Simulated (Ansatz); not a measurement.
Worked example: correlation energy of BH4, doublet

Geometry: a PBE0/def2-TZVP stationary point for this spin, not checked as a minimum.

| atom | x (Å) | y (Å) | z (Å) |
| --- | --- | --- | --- |
| B | 0.0000 | 0.0000 | 0.0000 |
| H | 0.4147 | 0.8125 | 0.8107 |
| H | -0.4243 | -0.8077 | 0.8105 |
| H | -0.4128 | 0.8086 | -0.8154 |
| H | 0.4225 | -0.8134 | -0.8057 |

Basis 6-31G; Ansatz 0.2.0. Correlated methods freeze the noble-gas cores, which leaves 7 electrons in 16 orbitals. R marks a restricted (for open shells ROHF) determinant, U an unrestricted one.

Full CI is exact within this basis and frozen core; it isn't the basis-set limit. The frozen core follows each run's orbitals, which can shift R against U totals by a few meV.

Runs differ by some tens of microhartree through their thresholds and, for an open shell, their frozen cores, so steps under 0.1 kcal/mol mean nothing.

```tsv
level	total energy (hartree)
UHF	-26.852340
UMP2	-26.921864
UCCSD	-26.945194
UCCSD(T)	-26.946808
UCCSDT	-26.947348
UCCSDT(Q)	-26.947394
UCCSDTQ	-26.947405
full CI	-26.947405
```

Task: What is the correlation energy at full CI, and what share of it do UMP2 and UCCSD(T) recover?

Result: E(corr) = -26.947405 − (-26.852340) = -0.095065 hartree = -2.587 eV. UMP2: -0.069524 / -0.095065 = 73.13 %. UCCSD(T): -0.094468 / -0.095065 = 99.37 %.

Task: By how many kcal/mol does UCCSD(T) miss full CI (1 hartree = 627.509 kcal/mol), and which steps make up the rest?

Result: -26.946808 − (-26.947405) = 0.000597 hartree = 0.37 kcal/mol. Steps: UCCSDT − UCCSD(T) = -0.34, UCCSDT(Q) − UCCSDT = -0.03, UCCSDTQ − UCCSDT(Q) = -0.01, full CI − UCCSDTQ = 0.00 kcal/mol. That is within 1 kcal/mol of the reference in this basis, which itself misses far more of the correlation at the basis-set limit.
